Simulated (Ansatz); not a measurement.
# A rate constant, worked out

An elementary step of BH₃S₂, closed shell (BH₃S₂ ([SH][BH][SH]) → BHS ([BH][S]) + H₂S; B–S, S–H broken or loosened, S–H formed or tightened). The start structure is the reactant molecule, and the electronic barrier above it is 1.954 eV by CCSD(T) at an estimated basis limit (MP2 extrapolated from triple and quadruple zeta, plus CCSD(T) − MP2 in triple zeta). Ansatz 0.2.0; basis: def2-TZVPP and def2-QZVPP; cores frozen in the correlated methods. Extrapolation: Hartree–Fock as exp(−7.88 √X), correlation as X^−2.97. Harmonic wavenumbers at PBE0-D4/def2-TZVP (Ansatz 0.2.0), in cm⁻¹:

Start: 237, 368, 435, 635, 794, 808, 866, 939, 1127, 2669, 2691, 2716.

Saddle: 884i, 298, 363, 499, 597, 779, 890, 1032, 1052, 1579, 2687, 2689.

Work out the transition-state-theory rate constant at 800 K from these numbers alone (harmonic vibrations; rotation, path degeneracy and anharmonicity left out), and the Wigner tunnelling factor. Use 1 cm⁻¹ = 1.2398 × 10⁻⁴ eV and k_B = 8.617 × 10⁻⁵ eV/K.

Zero-point energies, half the sums: start 14285/2 cm⁻¹ = 0.8856 eV; saddle, real modes only, 12465/2 cm⁻¹ = 0.7727 eV.
Barrier with zero-point energy: 1.954 + 0.7727 − 0.8856 = 1.8411 eV.
k_BT = 0.06894 eV, so the barrier is 26.71 k_BT.
Vibrational partition functions from the zero-point level, ln q = −Σ ln(1 − exp(−hν/k_BT)): start 3.926, saddle 3.474.
k = (k_BT/h) exp(ln q‡ − ln q) exp(−E0/k_BT), with log₁₀(k_BT/h in s⁻¹) = 13.22: log₁₀ k = 13.22 + (-0.452 − 26.71)/2.3026 = 1.42, so k ≈ 3 × 10^(1) s⁻¹.
Wigner factor: 1 + (hν‡/k_BT)²/24 = 1 + (1.59)²/24 = 1.11. A change of 1 kcal/mol (0.043 eV) in the barrier would change k by a factor of 1.9 at this temperature.

The T1 diagnostic stays at or below 0.018.

Labels in which every atom is bracketed show which atoms are joined, not bond orders.

For scale, one of the runs: CCSD(T)/def2-TZVPP, 157 basis functions, launched by `ansatz run in.yaml --threads 2 --pin off --events-out ev --progress --plain --max-ram 4352MiB`. The run took 24 s on 2 CPU threads of an Arm Neoverse N1 (shared host), with 1 GiB of host memory at its peak.
